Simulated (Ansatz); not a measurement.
The pair A = CH4 (SMILES C) (first 5 atoms), B = CH4 (SMILES C); geometry from A24 set.
(charge 0, multiplicity 1):
| atom | x (Å) | y (Å) | z (Å) |
|---|---|---|---|
| C | 0.0000 | 0.0000 | 1.8190 |
| H | 0.5127 | 0.8881 | 1.4548 |
| H | 0.5127 | -0.8881 | 1.4548 |
| H | -1.0255 | 0.0000 | 1.4548 |
| H | 0.0000 | 0.0000 | 2.9072 |
| C | 0.0000 | 0.0000 | -1.8190 |
| H | 0.0000 | 0.0000 | -2.9072 |
| H | -0.5127 | 0.8881 | -1.4548 |
| H | -0.5127 | -0.8881 | -1.4548 |
| H | 1.0255 | 0.0000 | -1.4548 |

Cores are frozen in the correlated methods.

Run with Ansatz (Gaussian basis) for Hartree–Fock, density functionals and correlated methods. 

Total energies (hartree), monomers frozen at their geometry in the pair:

```json
[
 {"structure": "AB", "HF/aug-cc-pVDZ": "-80.3988409", "HF/aug-cc-pVTZ": "-80.4264634", "CCSD(T)/aug-cc-pVDZ": "-80.7921478"},
 {"structure": "A in the pair's basis", "HF/aug-cc-pVDZ": "-40.1997993", "HF/aug-cc-pVTZ": "-40.2136169", "CCSD(T)/aug-cc-pVDZ": "-40.3957480"},
 {"structure": "B in the pair's basis", "HF/aug-cc-pVDZ": "-40.1997993", "HF/aug-cc-pVTZ": "-40.2136169", "CCSD(T)/aug-cc-pVDZ": "-40.3957480"},
 {"structure": "A", "HF/aug-cc-pVDZ": "-40.1996285", "HF/aug-cc-pVTZ": "-40.2136007", "CCSD(T)/aug-cc-pVDZ": "-40.3952909"},
 {"structure": "B", "HF/aug-cc-pVDZ": "-40.1996285", "HF/aug-cc-pVTZ": "-40.2136007", "CCSD(T)/aug-cc-pVDZ": "-40.3952909"}
]
```

Problem. Work out the interaction energy without and with the counterpoise correction, and the superposition error, for each level.

Solution. 
E(AB) − E(A) − E(B), times 627.509 kcal/mol, with the monomers in their own basis and then in the pair's basis:
- HF/aug-cc-pVDZ: 0.26 uncorrected, 0.48 corrected; the monomers gain 0.21 kcal/mol from borrowed functions
- HF/aug-cc-pVTZ: 0.46 uncorrected, 0.48 corrected; the monomers gain 0.02 kcal/mol from borrowed functions
- CCSD(T)/aug-cc-pVDZ: -0.98 uncorrected, -0.41 corrected; the monomers gain 0.57 kcal/mol from borrowed functions

Ansatz is a quantum-chemistry and plane-wave program.
